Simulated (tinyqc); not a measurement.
Born-Oppenheimer dynamics on the LDA (VWN5)/sto-6g surface (energies and gradients from PySCF), for H2O, spin multiplicity 1, step by step. Computed by tinyqc, a small Python program that keeps every step (integrals from PySCF). Settings: charge = 0, multiplicity = 1, basis = sto-6g, functional = lda,vwn, time step (fs) = 0.5, steps = 24. Command: `OMP_NUM_THREADS=1 python tinyqc.py 29608 29609 out.jsonl` (the two numbers bound the seeds that draw the settings). One thread of a shared host (Intel(R) Xeon(R) Processor @ 2.60GHz), about 10 s of CPU time with the checks.

## Velocity Verlet step 1

positions (bohr):
```
           x         y        z
1O   0.03213   0.03024  0.00378
2H   0.00567   1.39651  1.13762
3H  -0.04346  -1.49855  1.06014
```

velocities (bohr per atomic time unit):
```
              x            y            z
1O   0.00001030   0.00001589   0.00000537
2H  -0.00003770  -0.00022011   0.00002737
3H  -0.00012570  -0.00003211  -0.00011263
```

gradient (hartree/bohr):
```
             x           y           z
1O  -0.0039956   0.0441146   0.1061695
2H   0.0021993  -0.0627833  -0.0738423
3H   0.0018020   0.0186757  -0.0323334
```

masses (electron masses): 1O 29156.94639, 2H 1837.15259, 3H 1837.15259

gradient after step 1 (hartree/bohr):
```
             x           y           z
1O  -0.0039692   0.0405118   0.1010869
2H   0.0021814  -0.0578840  -0.0698604
3H   0.0017935   0.0173793  -0.0312321
```

dt = 0.5 fs = 20.6707 atomic units; x' = x + v dt - g dt^2 / (2m); after the new gradient g', v' = v - (g + g') dt / (2m).

positions after step 1 (bohr):
```
           x         y        z
1O   0.03237   0.03024  0.00311
2H   0.00463   1.39926  1.14677
3H  -0.04627  -1.50139  1.06157
```

velocities after step 1 (bohr per atomic time unit):
```
              x            y            z
1O   0.00001312  -0.00001411  -0.00006809
2H  -0.00006235   0.00045873   0.00083581
3H  -0.00014593  -0.00023494   0.00024497
```

## Velocity Verlet step 2

gradient after step 2 (hartree/bohr):
```
             x           y           z
1O  -0.0035236   0.0280291   0.0840740
2H   0.0019024  -0.0412372  -0.0559118
3H   0.0016267   0.0132154  -0.0281668
```

As before.

positions after step 2 (bohr):
```
           x         y        z
1O   0.03267   0.02965  0.00096
2H   0.00309   1.41547  1.17217
3H  -0.04950  -1.50827  1.07026
```

velocities after step 2 (bohr per atomic time unit):
```
              x            y            z
1O   0.00001578  -0.00003840  -0.00013373
2H  -0.00008532   0.00101636   0.00154337
3H  -0.00016517  -0.00040706   0.00057914
```

## Energy conservation

The total energy should stay constant up to terms of order dt^2; the step counts as short enough if it moves by less than 2 % of the largest kinetic energy.

Trajectory:
```
time (fs)  1O-2H (angstrom)  potential (hartree)  kinetic (hartree)  total (hartree)
0.00000             0.93964          -75.4487310          0.0000793      -75.4486517
0.50000             0.94409          -75.4497283          0.0010370      -75.4486913
1.00000             0.96029          -75.4527164          0.0039148      -75.4488015
1.50000             0.98544          -75.4560109          0.0071163      -75.4488946
2.00000             1.01572          -75.4581042          0.0091803      -75.4489239
2.50000             1.04721          -75.4584146          0.0095157      -75.4488989
3.00000             1.07656          -75.4572168          0.0083680      -75.4488488
3.50000             1.10118          -75.4552252          0.0064282      -75.4487970
4.00000             1.11923          -75.4532245          0.0044683      -75.4487562
4.50000             1.12953          -75.4518513          0.0031192      -75.4487321
5.00000             1.13152          -75.4514880          0.0027611      -75.4487269
5.50000             1.12512          -75.4522171          0.0034757      -75.4487415
6.00000             1.11080          -75.4538066          0.0050311      -75.4487754
6.50000             1.08958          -75.4557251          0.0069003      -75.4488248
7.00000             1.06309          -75.4572204          0.0083419      -75.4488786
7.50000             1.03371          -75.4575111          0.0085963      -75.4489149
8.00000             1.00449          -75.4561365          0.0072324      -75.4489041
8.50000             0.97904          -75.4533878          0.0045579      -75.4488299
9.00000             0.96105          -75.4504977          0.0017756      -75.4487222
9.50000             0.95345          -75.4491344          0.0004760      -75.4486584
10.00000            0.95754          -75.4502570          0.0015625      -75.4486945
10.50000            0.97252          -75.4533231          0.0045234      -75.4487997
11.00000            0.99579          -75.4567223          0.0078281      -75.4488942
11.50000            1.02375          -75.4589331          0.0100033      -75.4489298
12.00000            1.05269          -75.4592860          0.0103766      -75.4489094
```

The total energy moves within 2.8e-04 hartree; that is over 2 % of the largest kinetic energy, so the time step is too long.
